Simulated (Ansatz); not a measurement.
# Nudged elastic band run: AlFH2

Input:

```yaml
crystal:
  periodic: [false, false, false]
  atoms:
    - { symbol: Al, position_ang: [0.401542, 0.0, 0.172916] }
    - { symbol: F, position_ang: [0.445141, 0.0, 1.839887] }
    - { symbol: H, position_ang: [1.790642, 0.0, -0.578149] }
    - { symbol: H, position_ang: [-1.025226, 0.0, -0.503854] }
basis:
  gaussian: { orbitals: def2-SVP }
hamiltonian:
  xc: r2scan
  dispersion: d4
neb:
  order_check: false
  images: 7
  f_tol: 0.03
  max_iterations: 60
  final_atoms:
    - { symbol: Al, position_ang: [0.00147656, 0.0, -0.89518663] }
    - { symbol: F, position_ang: [1.07842696, 0.0, 1.1082922] }
    - { symbol: H, position_ang: [1.95205677, 0.0, 0.77175844] }
    - { symbol: H, position_ang: [-1.41986128, 0.0, -0.05406401] }
  initial_path:
    images:
      - { positions_ang: [[0.401542, 0.0, 0.172916], [0.445141, 0.0, 1.839887], [1.790642, 0.0, -0.578149], [-1.025226, 0.0, -0.503854]] }
      - { positions_ang: [[0.3011723, 0.0, 0.12965953], [0.63979838, 0.0, 1.73997121], [1.77772883, 0.0, -0.36582068], [-1.10660052, 0.0, -0.57301005]] }
      - { positions_ang: [[0.20080261, 0.0, 0.08640306], [0.83445577, 0.0, 1.64005541], [1.76481566, 0.0, -0.15349237], [-1.18797503, 0.0, -0.64216611]] }
      - { positions_ang: [[0.10043291, 0.0, 0.04314659], [1.02911315, 0.0, 1.54013962], [1.75190248, 0.0, 0.05883595], [-1.26934955, 0.0, -0.71132216]] }
      - { positions_ang: [[6.321e-05, 0.0, -0.00010988], [1.22377054, 0.0, 1.44022383], [1.73898931, 0.0, 0.27116426], [-1.35072406, 0.0, -0.78047821]] }
      - { positions_ang: [[0.00041655, 0.0, -0.22387907], [1.18743464, 0.0, 1.35724092], [1.79225618, 0.0, 0.39631281], [-1.36800837, 0.0, -0.59887466]] }
      - { positions_ang: [[0.00076988, 0.0, -0.44764825], [1.15109875, 0.0, 1.27425801], [1.84552304, 0.0, 0.52146135], [-1.38529267, 0.0, -0.41727111]] }
      - { positions_ang: [[0.00112322, 0.0, -0.67141744], [1.11476285, 0.0, 1.1912751], [1.8987899, 0.0, 0.6466099], [-1.40257698, 0.0, -0.23566756]] }
      - { positions_ang: [[0.00147656, 0.0, -0.89518663], [1.07842696, 0.0, 1.1082922], [1.95205677, 0.0, 0.77175844], [-1.41986128, 0.0, -0.05406401]] }
```

Run as:

```bash
$ ansatz run input.yaml --threads 1 --pin off --max-ram 2048MiB --backend cpu --events-out ev --progress --plain --runs-dir out
```

Output, in part (warnings, iteration lines, the closing report on the highest movable image, with atoms numbered from 0):

```
NEB end point (image 0): max|allowed force component| = 1.499e-3 eV/Å (the criterion of neb.relax_end_points is 1.000e-2)
NEB end point (image 8): max|allowed force component| = 4.722e-3 eV/Å (the criterion of neb.relax_end_points is 1.000e-2)
NEB iter   1: max|band force component| = 5.140e0 eV/Å  barrier→ = 4.2048 eV  barrier← = 1.1063 eV  Δτ_max = 0.1796 Å  (229 SCF iters)
NEB iter   2: max|band force component| = 2.250e0 eV/Å  barrier→ = 3.5847 eV  barrier← = 0.4862 eV  Δτ_max = 0.2000 Å  (203 SCF iters)
NEB iter   3: max|band force component| = 1.093e0 eV/Å  barrier→ = 3.4103 eV  barrier← = 0.3118 eV  Δτ_max = 0.1379 Å  (209 SCF iters)
NEB iter   4: max|band force component| = 8.446e-1 eV/Å  barrier→ = 3.2879 eV  barrier← = 0.1894 eV  CI = image 5  Δτ_max = 0.0607 Å  (199 SCF iters)
NEB iter   5: max|band force component| = 3.471e-1 eV/Å  barrier→ = 3.3563 eV  barrier← = 0.2578 eV  CI = image 5  Δτ_max = 0.0195 Å  (196 SCF iters)
NEB iter   6: max|band force component| = 2.165e-1 eV/Å  barrier→ = 3.3542 eV  barrier← = 0.2557 eV  CI = image 5  Δτ_max = 0.0056 Å  (187 SCF iters)
NEB iter   7: max|band force component| = 3.005e-2 eV/Å  barrier→ = 3.3540 eV  barrier← = 0.2555 eV  CI = image 5  Δτ_max = 0.0012 Å  (182 SCF iters)
NEB iter   8: max|band force component| = 3.464e-3 eV/Å  barrier→ = 3.3540 eV  barrier← = 0.2555 eV  CI = image 5  Δτ_max = 0.0000 Å  (325 SCF iters)
Total energy: -9338.18108835 eV, -343.1718253505 hartree
Atom 0 at     0.251427     0.000000    -0.488700 Å, force    -0.003024     0.000000     0.000201 eV/Å
Atom 1 at     0.975126     0.000000     1.312604 Å, force    -0.000206     0.000000     0.000687 eV/Å
Atom 2 at     1.743645    -0.000000     0.432570 Å, force     0.000641    -0.000000    -0.000415 eV/Å
Atom 3 at    -1.358099    -0.000000    -0.325674 Å, force     0.002589    -0.000000    -0.000474 eV/Å
Dipole moment:    -0.033852     0.000000    -0.073007 e Å
```

The run converged. A vibrational analysis at the climbing image gives one clearly imaginary mode, 1018i cm⁻¹: a first-order saddle point. The orbitals stay closed-shell, which can raise the energy where a bond breaks towards radicals; this wasn't checked here.

Final band (atoms are numbered from 1 in the order of the input):

```json
{"image": "0", "path coordinate (Å)": "0.00", "energy (eV)": "0.00", "Al1–F2 (Å)": "1.67", "Al1–H3 (Å)": "1.58", "F2–H3 (Å)": "2.77"}
{"image": "1", "path coordinate (Å)": "0.30", "energy (eV)": "0.18", "Al1–F2 (Å)": "1.66", "Al1–H3 (Å)": "1.57", "F2–H3 (Å)": "2.49"}
{"image": "2", "path coordinate (Å)": "0.61", "energy (eV)": "0.76", "Al1–F2 (Å)": "1.66", "Al1–H3 (Å)": "1.57", "F2–H3 (Å)": "2.18"}
{"image": "3", "path coordinate (Å)": "0.91", "energy (eV)": "1.73", "Al1–F2 (Å)": "1.70", "Al1–H3 (Å)": "1.58", "F2–H3 (Å)": "1.84"}
{"image": "4", "path coordinate (Å)": "1.22", "energy (eV)": "2.83", "Al1–F2 (Å)": "1.80", "Al1–H3 (Å)": "1.63", "F2–H3 (Å)": "1.50"}
{"image": "5", "path coordinate (Å)": "1.52", "energy (eV)": "3.35", "Al1–F2 (Å)": "1.94", "Al1–H3 (Å)": "1.75", "F2–H3 (Å)": "1.17"}
{"image": "6", "path coordinate (Å)": "1.77", "energy (eV)": "3.21", "Al1–F2 (Å)": "2.11", "Al1–H3 (Å)": "1.98", "F2–H3 (Å)": "0.99"}
{"image": "7", "path coordinate (Å)": "2.01", "energy (eV)": "3.12", "Al1–F2 (Å)": "2.24", "Al1–H3 (Å)": "2.28", "F2–H3 (Å)": "0.95"}
{"image": "8", "path coordinate (Å)": "2.25", "energy (eV)": "3.10", "Al1–F2 (Å)": "2.27", "Al1–H3 (Å)": "2.57", "F2–H3 (Å)": "0.94"}
```

The run took 84 s on 1 thread of Arm Neoverse V1, on a shared host, peak memory 0.087 GiB.
